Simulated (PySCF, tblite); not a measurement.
Isomers of C3H2ClOP, one GFN2-xTB conformer each. Single-point energies are computed at PBE0/pcSseg-1 (PySCF, gas phase, no added dispersion term), electronic only.

Question: Rank them by PBE0/pcSseg-1 energy, lowest first (kcal/mol).
A. `Clc1cocp1`
B. `Clc1cpco1`

Answer: B (0.0), A (1.1).

Neighbours under 2.5 kcal/mol apart (Clc1cpco1 and Clc1cocp1) can change places with a better method, another conformer or zero-point energy. GFN2-xTB itself gives, in the same order: 0.0, 0.5. Both levels put the same isomer lowest.

Question: Which frontier levels, dipoles and rotational constants go with these structures?

Answer: 
| SMILES | HOMO (eV, PBE0/pcSseg-1) | LUMO (eV) | dipole (D) | A, B, C (MHz) |
| --- | --- | --- | --- | --- |
| Clc1cpco1 | -7.05 | -1.21 | 0.29 | 7568, 1532, 1274 |
| Clc1cocp1 | -7.28 | -1.22 | 1.64 | 5163, 1863, 1369 |

Question: What happens when harmonic zero-point energies from GFN2-xTB frequencies are added?

Answer: 
```
   SMILES  ZPE (kcal/mol)  electronic (kcal/mol)  with ZPE (kcal/mol)
Clc1cpco1            27.2                    0.0                  0.0
Clc1cocp1            27.3                    1.1                  1.2
```

The zero-point energies span 0.1 kcal/mol. The order is unchanged.
